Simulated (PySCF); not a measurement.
Löwdin shares of the frontier orbitals

Compound: C4H6N2.
Z-matrix (Å and degrees, PBE0-D3(BJ)/def2-SVP geometry), rows numbered from 1:
```
C 
C   1  1.4912
C   2  1.4188  1  128.36
C   3  1.3802  2  104.73  1  -178.97
N   4  1.3518  3  105.91  2    -0.14
N   2  1.3286  1  120.92  3  -179.07
H   1  1.0996  2  111.32  3   -39.07
H   1  1.1022  2  111.36  3    80.86
H   1  1.0982  2  109.98  3  -159.71
H   3  1.0874  2  127.92  1     1.01
H   4  1.0879  3  132.01  2  -179.78
H   5  1.0111  4  127.32  3  -179.37
```

Method: TDDFT B3LYP/def2-SVPD, vertical, gas phase, core orbitals frozen in the response in PySCF.

Frontier orbitals with the atoms that hold most of them (Löwdin shares over 4%, at most four atoms; ? is withheld):

| orbital | ε (eV) | atoms |
| --- | --- | --- |
| LUMO+2 | 0.90 | C1 29%, H7 13%, H8 11%, C3 10% |
| LUMO+1 | 0.58 | H12 29%, C4 27%, H11 17%, N5 11% |
| LUMO | ? | ? |
| HOMO | -6.88 | ? |
| HOMO-1 | -6.96 | C3 35%, C4 21%, N5 14%, N6 13% |
| HOMO-2 | -7.94 | N6 65%, C2 11%, N5 10%, C3 6% |
| HOMO-3 | -10.18 | C1 32%, H9 18%, C3 12%, C2 11% |

Give the leading atoms of the LUMO.

C4 (bonded to C, N and H) 26%; N6 (bonded to C and N) 21%; N5 (bonded to C, N and H) 20%; C3 (bonded to 2 C and H) 11%. By element: nitrogen 41%, carbon 37% or more.

Which atoms hold the HOMO, and with what shares?

N6 (bonded to C and N) 25%; C2 (bonded to 2 C and N) 23%; N5 (bonded to C, N and H) 21%; C4 (bonded to C, N and H) 13%. By element: nitrogen 46%, carbon 36% or more.

What is the LUMO energy, and the HOMO–LUMO gap?

ε(LUMO) = 0.26 eV; the gap is 7.13 eV (0.2622 hartree).

How does S1 compare with the orbital gap of 7.13 eV?

S1 is at 6.48 eV (f = 0.0084), 0.65 eV below the gap, made of HOMO→LUMO+1 (90%). Its leading pair isn't HOMO and LUMO; the energies of that pair differ by 7.46 eV. Without the coupling terms of the response equations the lowest excitation would equal the gap.

Give energy, strength and leading configuration of S1, S3 and S4, and follow the Löwdin shares of the leading atoms from the occupied to the empty orbital.

- S1 (6.48 eV, f 0.0084), HOMO→LUMO+1 (90%): N6 25% → at most 11%, C2 23% → at most 11%, H12 at most 13% → 29%, C4 13% → 27%
- S3 (6.56 eV, f 0.0019), HOMO-1→LUMO+1 (94%): C3 35% → at most 11%, C4 21% → 27%, H12 at most 14% → 29%
- S4 (6.81 eV, f 0.0037), HOMO-2→LUMO (96%): N6 65% → 21%, C2 11% → at most 12%, C4 at most 6% → 26%
